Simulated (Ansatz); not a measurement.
BH2(CN) (CH2BN). Total charge 0; singlet. Geometry PBE0-D4/def2-TZVP; atoms count from 1.

```xyz
5

B    -0.4727    0.2462    0.2960
H    -1.4795    0.4526   -0.3012
H    -0.3570    0.5030    1.4507
C     0.7074   -0.3678   -0.4426
N     1.6019   -0.8340   -1.0030
```

Question: Estimate the Mulliken populations from the PBE0/def2-TZVP orbitals of Ansatz.

Answer: 
| atom | charge (e) |
| --- | --- |
| B1 | 0.02 |
| H2 | 0.06 |
| H3 | 0.06 |
| C4 | -0.14 |
| N5 | -0.01 |
Mulliken values and Mayer orders depend strongly on the basis.

Question: And the Mayer bond orders between bonded heavy atoms (over 0.3)?

Answer: B1–C4 1.06 (1.52 Å); C4–N5 2.95 (1.15 Å).
